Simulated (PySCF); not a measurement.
H₃N, SMILES N.

The structure is a stationary point at PBE-D3(BJ)/def2-TZVPD.

Two levels are set side by side: TDDFT-PBE/def2-TZVPD (PySCF) and ADC(3)/aug-cc-pVDZ (PySCF). Vertical, same geometry; the bases differ. Differences are taken from unrounded values.

```tsv
quantity	ADC(3)	TDDFT-PBE	TDDFT-PBE minus ADC(3)
lowest singlet excitation (eV)	6.58	5.95	-0.63
```

Functionals without exact exchange tend to place singlet excitations lower, as here. Differences between two approximate levels are no errors against the true value.

Rough cost on one machine, each run with all the roots and properties that it gave: ADC(3) against TDDFT-PBE about 10 times.
